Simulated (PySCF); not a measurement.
## Basis and Hamiltonian dependence of the ionisation energy of B

B [He] 2s2 2p1 (2P) → B⁺ [He] 2s2 (1S). All values are computed (PySCF 2.14, energy differences of UHF-based or UKS calculations, no spin-orbit coupling). Values in eV.

| basis | Hamiltonian | functions | UHF | LDA | PBE0 | MP2 (valence) | CCSD(T) (valence) | CCSD(T) (valence and next inner shell) |
| --- | --- | --- | --- | --- | --- | --- | --- | --- |
| x2c-SVPall | spin-free X2C | 14 | 8.123 | 8.703 | n/a | 8.205 | 8.081 | n/a |
| cc-pVDZ | non-relativistic | 14 | 8.038 | n/a | n/a | 8.148 | 8.063 | n/a |
| aug-cc-pwCVDZ | non-relativistic | 27 | 8.021 | 8.621 | 8.625 | 8.149 | 8.083 | 8.095 |
| cc-pVTZ-DK | spin-free X2C | 30 | 8.035 | n/a | n/a | 8.258 | 8.206 | n/a |
| cc-pVTZ | non-relativistic | 30 | 8.038 | n/a | n/a | 8.261 | 8.208 | n/a |
| def2-TZVP | non-relativistic | 31 | 8.041 | n/a | 8.645 | 8.260 | 8.207 | n/a |
| aug-cc-pwCVTZ | non-relativistic | 59 | 8.037 | 8.640 | 8.643 | 8.267 | 8.215 | 8.248 |
| aug-cc-pCVTZ-DK | spin-free X2C | 59 | 8.033 | 8.637 | 8.640 | 8.261 | 8.211 | 8.230 |
| aug-cc-pVTZ with one added diffuse shell each of s, p, d, f type | non-relativistic | 62 | 8.036 | 8.641 | 8.644 | 8.265 | 8.213 | n/a |
| def2-QZVPPD | non-relativistic | 63 | 8.043 | 8.645 | 8.646 | 8.291 | 8.233 | 8.260 |
| dyall-av3z | spin-free X2C | 71 | 8.039 | 8.645 | 8.644 | 8.264 | 8.213 | n/a |
| aug-cc-pVQZ-DK | spin-free X2C | 80 | 8.039 | 8.642 | 8.645 | 8.288 | 8.230 | n/a |
| aug-cc-pVQZ | non-relativistic | 80 | 8.041 | 8.644 | 8.647 | 8.290 | 8.232 | n/a |
| aug-cc-pwCVQZ | non-relativistic | 109 | 8.042 | 8.646 | 8.647 | 8.295 | n/a | 8.273 |

Extrapolation of CCSD(T) (valence and next inner shell) from aug-cc-pwCVTZ and aug-cc-pwCVQZ: the correlation parts are 0.212 and 0.232 eV; with the X⁻³ form and unrounded values, (4³ × 0.232 − 3³ × 0.212)/(4³ − 3³) = 0.246 eV, and adding the Hartree-Fock value 8.042 eV of the larger basis gives 8.288 eV.

Frozen in the all-electron rows: valence: 1s2; valence and next inner shell: nothing.

Reference for a calculation without spin-orbit coupling: 8.297 eV (measured, between term centres; NIST).
